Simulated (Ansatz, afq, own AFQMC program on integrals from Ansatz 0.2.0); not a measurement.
Integrals from Ansatz 0.2.0, then the random walk in our own AFQMC program (afq).

```yaml
crystal:
  periodic: [false, false, false]
  atoms:
    - {symbol: I, position_ang: [0.000000, 0.000000, 0.000000]}
basis:
  gaussian: {orbitals: def2-TZVPP}
magnetization: {spin_polarized: true, initial_magnetization: 1}
correlation: {method: ccsd_t, electrons: outside_noble_gas, hamiltonian_folder: ham}
```

```sh
$ ansatz run in.yaml --threads 1 --pin off --events-out ev --progress --plain --max-ram 24576MiB --backend cuda --devices 0, --max-vram 18GiB
```

Options of the walk:

```
--method free --trial cisd --walkers 4000 --time-step 0.03 --max-blocks 4000 --target-error 0.00019 --factor-cut 1e-05 --seed 887 --times 0,0.3,0.6,1.2,1.8,2.4,3.6,4.8,6 --taylor-order 8
```

Times are imaginary, in 1/Eh. The walk had a cap of 63 s. Filled inner d shells are frozen with the cores. Core potentials past Kr, no spin–orbit coupling.

Log:

```
orbitals 41  electrons 4 3  factors 324 of 336
reference energy -296.65856711 Eh
CCSD correlation -0.13173400 Eh in 8 cycles, weight of the determinant in the CISD state 0.9307
repeat  energy at the last time / Eh  error
    10  -296.795230  0.000074
    20  -296.795092  0.000056
    30  -296.795019  0.000050
time / (1/Eh)  energy / Eh  error  mean overlap
  0.00  -296.790292  0.000008  1.0744
  0.30  -296.792960  0.000014  1.0732
  0.60  -296.793985  0.000020  1.0729
  1.20  -296.794678  0.000021  1.0723
  1.80  -296.794852  0.000021  1.0746
  2.40  -296.794899  0.000024  1.0783
  3.60  -296.794909  0.000028  1.0845
  4.80  -296.794963  0.000048  1.0881
  6.00  -296.795028  0.000049  1.0873
energy -296.795028 +/- 0.000049 Eh
```

The run passed its tests (error under three times the target), which doesn't prove that it has relaxed.

Against this walk (error 1.3 meV) on the same determinant: CCSD(T) 19.7 meV higher, CCSDT(Q) 2.0 meV higher (within the noise). The error is statistical, and a free projection of finite length keeps a remainder of its start.

Cautions: remainder of the start not in the error; no spin-orbit coupling; inner d shell frozen.

The walk took 45 s on 1 × NVIDIA H100 80GB HBM3 with 2 threads of AMD EPYC 7R13 Processor (Zen 3), on a shared host (the card was shared). The log's last line is the free-projection energy.

CCSDT and higher add their correlation energy to the determinant of the CCSD(T) run, since their own runs factorise the integrals more tightly (a shift of under 2 meV). A walk keeps the symmetry of its determinant, which the program's search chose and which needn't be the lowest solution, so a lower state of the same spin and another symmetry isn't excluded.
